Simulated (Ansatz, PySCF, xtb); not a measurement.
Complex: CH5N (SMILES CN) (first 7 atoms) with H2O (SMILES O); geometry from S66by8 set.
(charge 0, multiplicity 1):
| atom | x (Å) | y (Å) | z (Å) |
|---|---|---|---|
| N | -0.7367 | -0.6660 | -0.3598 |
| H | -0.8324 | -1.6348 | -0.0839 |
| H | -1.3258 | -0.5525 | -1.1746 |
| C | -1.2201 | 0.2021 | 0.7206 |
| H | -1.1160 | 1.2392 | 0.4127 |
| H | -2.2579 | 0.0287 | 1.0117 |
| H | -0.5882 | 0.0624 | 1.5938 |
| O | 1.7413 | 0.4733 | -0.2491 |
| H | 0.9238 | -0.0229 | -0.4223 |
| H | 2.3232 | 0.2148 | -0.9648 |

Monomers are frozen at their geometry in the pair; levels with a basis set take the counterpoise correction. Rows marked so take none.

Rows in 3-21G carry no dispersion term and start afresh at each structure.

The values were computed with Ansatz (an electronic-structure program); PySCF for 3-21G rows, the dispersion terms; xtb for the GFN methods. 

Problem. One of these levels gives -246.3 meV for the interaction energy. Name it.
A. GFN2-xTB
B. HF/3-21G (no counterpoise)
C. B3LYP-D4/def2-TZVPPD
D. GFN1-xTB

Solution. D, GFN1-xTB. The others give -199.3 (GFN2-xTB), -423.7 (HF/3-21G (no counterpoise)), -302.6 (B3LYP-D4/def2-TZVPPD)
